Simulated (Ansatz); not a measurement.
`C[Si]F` + HCl → `F[Si]Cl` + CH₄ at 500 K and 1 bar (ligand exchange at the Si–C bond).

Program: Ansatz. Geometries: PBE0-D4/def2-TZVP. ΔE: electronic, gas phase. CBS: def2 TZ/QZ extrapolation, frozen cores.

| species | CCSD(T)/CBS energy (Eh) | H − E (kJ/mol) | S (J/(mol·K)) |
| --- | --- | --- | --- |
| `C[Si]F` | -428.74117 | 127.8 | 324.5 |
| HCl | -460.38167 | 32.5 | 201.9 |
| `F[Si]Cl` | -848.72277 | 32.0 | 301.6 |
| CH₄ | -40.45885 | 135.6 | 206.8 |

H − E and S are ideal-gas, rigid-rotor, harmonic terms from PBE0-D4/def2-TZVP. 1 Eh = 2625.50 kJ/mol, R = 8.31446 J/(mol·K).

By hand: ΔE, ΔH, ΔS and ΔG.

ΔE = (-848.72277) + (-40.45885) − (-428.74117) − (-460.38167) = -0.05878 Eh = -154.3 kJ/mol. Δ(H − E) = 32.0 + 135.6 − 127.8 − 32.5 = 7.3, so ΔH = -147.0 kJ/mol. ΔS = 301.6 + 206.8 − 324.5 − 201.9 = -18.0 J/(mol·K). ΔG = -147.0 − 500 × (-18.0)/1000 = -138.0 kJ/mol.

By hand: the equilibrium constant, and the temperature at which ΔG would vanish if ΔH and ΔS stayed fixed.

log₁₀ K = −ΔG/(RT ln 10) = 14.4. ΔG = 0 at ΔH/ΔS = 8167 K, far beyond where these terms or the molecules hold.

ΔH outweighs TΔS. A doubt of 5 kJ/mol in ΔE shifts log₁₀ K by 0.5 here. These are equilibria of isolated gas molecules and say nothing of rates. Largest T1 diagnostic: 0.014 (customary marks: 0.02 for closed shells, 0.045 for open ones).
